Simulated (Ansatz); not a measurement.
in.yaml

```yaml
crystal:
  periodic: [false, false, false]
  atoms:
    - {symbol: B, position_ang: [0.000000, 0.000000, 0.000000]}
    - {symbol: Li, position_ang: [0.000000, 0.000000, 2.445800]}
basis:
  gaussian: {orbitals: 6-31G, point_charges: [{charge: -1.00, position_ang: [3.001, -0.466, -0.301]}]}
total_charge: 1
magnetization: {spin_polarized: false, initial_magnetization: 1}
hamiltonian: {pseudopotentials: {relativity: scalar}}
correlation: {method: fic_mrcisd_q_relaxed, electrons: valence, active_space: {window: {electrons: 5, orbitals: 4}}}
accuracy: high
```

```sh
$ ansatz run in.yaml --threads 1 --pin off --events-out ev --progress --plain --max-ram 2393MiB
```

Log:

```
398 factors; integrals over basis functions are off by at most 2.0e-9 eV
mean field evaluation 1: about -868.8286 eV, gradient 3.6e0 eV
mean field evaluation 2: about -868.8357 eV, gradient 3.6e0 eV
mean field evaluation 4: about -869.1384 eV, gradient 7.2e-1 eV
mean field evaluation 8: about -869.1584 eV, gradient 4.6e-2 eV
mean field evaluation 16: about -868.7611 eV, gradient 1.2e0 eV
mean field evaluation 32: about -868.3622 eV, gradient 8.8e-6 eV
mean field -869.15862119 eV, -31.9409901917 hartree, gradient 5.3e-8 eV, S^2 0.750000; 9 other end points of the search recorded, 0 dependent functions left out
reference -869.15862119 eV, -31.9409901917 hartree; 4, 3 occupied and 14, 15 virtual orbitals, 398 factors
state -869.60154702 eV, -31.9572674161 hartree
contracted CI cycle   1: correlation -0.00000000 eV, -0.0000000000 hartree, residual 4.34e0 eV
contracted CI cycle   2: correlation -0.62855576 eV, -0.0230989983 hartree, residual 1.31e0 eV
contracted CI cycle   3: correlation -0.69159929 eV, -0.0254158052 hartree, residual 5.73e-1 eV
contracted CI cycle   4: correlation -0.70347154 eV, -0.0258521021 hartree, residual 2.73e-1 eV
contracted CI cycle   5: correlation -0.70621051 eV, -0.0259527577 hartree, residual 9.75e-2 eV
contracted CI cycle   6: correlation -0.70668903 eV, -0.0259703430 hartree, residual 5.44e-2 eV
contracted CI cycle   7: correlation -0.70686159 eV, -0.0259766843 hartree, residual 3.39e-2 eV
contracted CI cycle   8: correlation -0.70694038 eV, -0.0259795798 hartree, residual 2.13e-2 eV
contracted CI cycle   9: correlation -0.70697362 eV, -0.0259808012 hartree, residual 1.49e-2 eV
contracted CI cycle  10: correlation -0.70698411 eV, -0.0259811869 hartree, residual 8.39e-3 eV
contracted CI cycle  11: correlation -0.70698729 eV, -0.0259813036 hartree, residual 4.41e-3 eV
contracted CI cycle  12: correlation -0.70698809 eV, -0.0259813332 hartree, residual 1.84e-3 eV
contracted CI cycle  13: correlation -0.70698823 eV, -0.0259813384 hartree, residual 7.91e-4 eV
contracted CI cycle  14: correlation -0.70698826 eV, -0.0259813393 hartree, residual 3.10e-4 eV
contracted CI cycle  15: correlation -0.70698826 eV, -0.0259813394 hartree, residual 1.20e-4 eV
contracted CI cycle  16: correlation -0.70698826 eV, -0.0259813394 hartree, residual 4.17e-5 eV
contracted CI cycle  17: correlation -0.70698826 eV, -0.0259813394 hartree, residual 1.92e-5 eV
state -869.60154702 eV, -31.9572674161 hartree; corrected -870.33412730 eV, -31.9841892447 hartree
Total energy: -870.33412730 eV, -31.9841892447 hartree
Relativity: scalar
```

Natural occupations: 2.0000 1.9456 0.9963 0.0581.

Ran on 1 thread of Arm Neoverse N1, shared host: 0.6 s wall, 0.24 GiB peak host memory.
